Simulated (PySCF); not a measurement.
```yaml
atoms:
  - { symbol: C, position_ang: [-0.0100, -0.0263, -0.0104] }
  - { symbol: C, position_ang: [0.7470, 0.0286, 1.0934] }
  - { symbol: C, position_ang: [-0.7658, 0.0099, 1.1002] }
```

Basis set: cc-pVTZ (spherical functions). Correlated methods keep 3 orbitals frozen. Charge 0, multiplicity 1.

Starred EOM-CCSD(T)(a) on the restricted Hartree–Fock determinant with PySCF 2.14.0; the energies are vertical.

Q: The solver was asked for the few lowest roots only. Give the ionization energies of singlet C3 among them whose weight of singles is over 0.7.

A:

```tsv
root	energy (eV)	weight of singles
1	10.66	0.95
2	12.87	0.94
3	14.67	0.96
```

Higher main lines weren't sought.
